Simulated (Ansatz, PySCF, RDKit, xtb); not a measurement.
# B2H2F−: a search for the lowest isomer

Task: start from the formula B2H2F− (charge -1), draw up candidate structures, narrow them down in stages, and characterise the one that lies lowest at 1000 K.

The funnel: GFN2-xTB relaxations, single points with a density functional, relaxations at r2SCAN-D4/def2-TZVPD, harmonic vibrations, and a last energy at a higher level. All values are calculated.

7 further runs of the same task are left out: 7 set aside as unsound or not needed.

### Step 1. Possible bonding patterns

A program enumerates the bonding patterns with one Lewis structure each (two rings at most, one unusual centre or charged pair), with their diastereomers. O–O, O–halogen and N–halogen bonds and N–N–N chains are not drawn. That gives 4 candidates.

```csv
label,SMILES,spin
c284,[BH2-]=BF,singlet
c475,[B][BH2-]F,triplet
c748,B=[BH-]F,singlet
c797,[B][BH2-]F,singlet
```

Candidates are built by distance geometry, with a force field where one applies, in up to four conformers (letters a to d). 6 starts with atoms placed at random are added, to find patterns that the rules miss.

**Question.** With final energies at CCSD(T)/def2-TZVPPD, which structure will this search put lowest in free energy, and by what margin?

| quantity | value |
| --- | --- |
| lowest structure found | [BH2-]=BF, singlet, C2v |
| next finalist | B=[BH-]F, singlet, 7.7 kcal/mol higher in G |
| share at equilibrium, among the finalists | 97.6 % |
| harmonic wavenumbers, lowest and highest (r2SCAN-D4/def2-TZVPD) | 202 and 2496 cm⁻¹ |
| rotational constants, same geometry | 7.626, 0.25, 0.2421 cm⁻¹ |
| HOMO energy (PBE0/def2-TZVPD) | 1.16 eV |
| LUMO energy (PBE0/def2-TZVPD) | 3.69 eV |
| HOMO–LUMO gap (to an unbound level, set by the basis) (PBE0/def2-TZVPD) | 2.53 eV |
| lowest excitation (TD-CAM-B3LYP/def2-SVPD) | 1.89 eV (f = 0.000) |
| strongest of the states computed, same level | 4.93 eV (f = 0.193) |
| lowest triplet excitation, same level, Tamm-Dancoff | 1.44 eV |
| vertical detachment energy | 0.83 eV |
| vertical triplet less singlet | +1.37 eV |

The search ends on `[BH2-]=BF`. The margin of 7.7 kcal/mol over the next finalist is beyond the usual error of the last level; it says nothing of structures that weren't ranked. r2SCAN-D4/def2-SVPD, r2SCAN-D4/def2-TZVPD and MP2/def2-TZVPPD already put its bonding pattern lowest among the structures in one piece; HF/def2-TZVPPD favours the triplet B=[BH-]F. In an anion, excitations above the detachment energy lie in the continuum and hang on the basis, so they needn't be bound states. Lowest found is not proven lowest: the search is finite, and each finalist counts with one conformer.
